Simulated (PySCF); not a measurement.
Compound: cyclopropylmethylamine, C4H9N.
SMILES: `NCC1CC1`

The calculation used PySCF 2.14.0, density-fitted response routines, TDDFT CAM-B3LYP/def2-SVPD, vertical, gas phase, core orbitals frozen in the response. One conformer (not necessarily the lowest) at the GFN2-xTB geometry, without solvent, vibrations or thermal averaging. Torsions of this conformer, `[NH2:1][CH2:2][CH:3]1[CH2:4][CH2:5]1`: N1–C2–C3–C4 90°, H–N1–C2–C3 -179°, H–N1–C2–C3 -60°.

Broadening: Gaussians 0.3 eV wide at half height, area fixed by f = 4.319×10⁻⁹ ∫ε dν̃. The width is an assumption, not a result. The curve ends short of the highest state used, and states not computed would add to its high-energy end.

λ (nm), ε (L mol⁻¹ cm⁻¹) and a bar:
```
    155.4       2961 ###################
    157.8       4650 ##############################
    160.1       3719 ########################
    162.5       1955 #############
    164.8       1638 ###########
    167.1       1640 ###########
    169.5        993 ######
    171.8        344 ##
    174.1         70 
    176.5          8 
    178.8          1 
    181.1          1 
    183.5         12 
    185.8         71 
    188.1        253 ##
    190.5        610 ####
    192.8        943 ######
    195.1       1009 #######
    197.5        751 #####
    199.8        409 ###
    202.1        165 #
    204.5         48 
    206.8         11 
    209.1          2
```

Q: Where are the band maxima, and which computed states make them?

A: 194 nm (6.38 eV), ε about 1000, made up of S1 (100%); 166 nm (7.46 eV), ε about 1700, made up of S2 (94%); 158 nm (7.84 eV), ε about 4700, made up of S3 (11%) and S4 (88%) (ε in L mol⁻¹ cm⁻¹; maxima over ε = 5, shares over 10%). The states used: S1 6.38 eV (f 0.011); S2 7.44 eV (f 0.018); S3 7.74 eV (f 0.0082); S4 7.85 eV (f 0.046); S5 8.18 eV (f 0.011); S6 8.32 eV (f 0.0058); S7 8.48 eV (f 0.017); S8 8.58 eV (f 0.020).

Q: What would ε be at 7.84 eV, the highest of these maxima, with half the width (0.15 eV)?

A: About 8520 L mol⁻¹ cm⁻¹ against 4690, a factor of about 1.8; a lone state at its own centre would give exactly 2.

Q: On this curve, what absorbance would a 10⁻⁵ mol/L sample give at 193 nm over a 1 cm path?

A: 193 nm is 6.424 eV, where ε is about 960 L mol⁻¹ cm⁻¹, so A = ε c l ≈ 0.0096 (Beer–Lambert, with the gas-phase spectrum and the assumed width).

Q: Coming from long wavelengths, where does ε first pass 100 L mol⁻¹ cm⁻¹?

A: At about 203 nm (6.10 eV), 0.27 eV below S1.
